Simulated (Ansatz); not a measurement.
# C2H4N2: basis-set convergence

An exercise on one series of results from a longer session: the logs are not shown, and one member is left open.

The runs use Ansatz 0.2.0, Gaussian basis; one geometry, several basis sets.

Plan: PBE0-D4/def2-SVP; ωB97M-V/def2-SVP; PBE0-D4/def2-QZVPP; ωB97M-V/def2-QZVPP; the functionals' def2-TZVPP values are taken from earlier runs.

## The geometry

All runs share one geometry, relaxed beforehand with PBE0-D4 in a triple-zeta def2 set.

SMILES `NC#CN`, 8 atoms, charge 0, spin multiplicity 1.

Atoms are counted from 1 here; the program's logs count them from 0.

Bond lengths: N1–C2 1.342 Å, N1–H5 1.008 Å, N1–H6 1.008 Å, C2–C3 1.207 Å, C3–N4 1.342 Å, N4–H7 1.008 Å, N4–H8 1.008 Å. Angles: C2–N1–H5 116.6°, C2–N1–H6 116.7°, H5–N1–H6 112.9°, N1–C2–C3 177.3°, C2–C3–N4 177.3°, C3–N4–H7 116.5°, C3–N4–H8 116.7°, H7–N4–H8 112.9°.

Set-up of the first run:

File in.yaml:

```yaml
crystal:
  periodic: [false, false, false]
  atoms:
    - {symbol: N, position_ang: [-0.388276, 1.867118, -0.356931]}
    - {symbol: C, position_ang: [-0.098009, 0.573243, -0.148197]}
    - {symbol: C, position_ang: [0.218242, -0.576699, 0.034818]}
    - {symbol: N, position_ang: [0.577600, -1.862389, 0.175698]}
    - {symbol: H, position_ang: [-0.775473, 2.102573, -1.257371]}
    - {symbol: H, position_ang: [-0.831392, 2.359958, 0.402347]}
    - {symbol: H, position_ang: [1.503899, -2.034455, 0.534225]}
    - {symbol: H, position_ang: [-0.114391, -2.486448, 0.559712]}
basis:
  gaussian: {orbitals: def2-SVP}
hamiltonian: {xc: pbe0, dispersion: d4}
output: {orbitals: {seedname: orbitals}}
```

Steps of the session up to this table: PBE0-D4 in def2-SVP; ωB97M-V in def2-SVP; PBE0-D4 in def2-QZVPP; ωB97M-V in def2-QZVPP.

One of the session's tables, all rows but one given; the rest of the session is left out.

It belongs to the step «Functionals by basis». 

```
functional       basis  HOMO (eV)  LUMO (eV)
   PBE0-D4    def2-SVP      -5.76       1.95
   PBE0-D4  def2-TZVPP      -5.99       1.06
   PBE0-D4  def2-QZVPP      -6.04       0.50
   ωB97M-V    def2-SVP      -7.98       3.59
   ωB97M-V  def2-TZVPP      -8.22       2.43
   ωB97M-V  def2-QZVPP          ?          ?
```

Estimate the missing values for ωB97M-V, def2-QZVPP.

As computed: HOMO (eV): -8.27; LUMO (eV): 1.58. In the column «HOMO (eV)» it is the lowest.
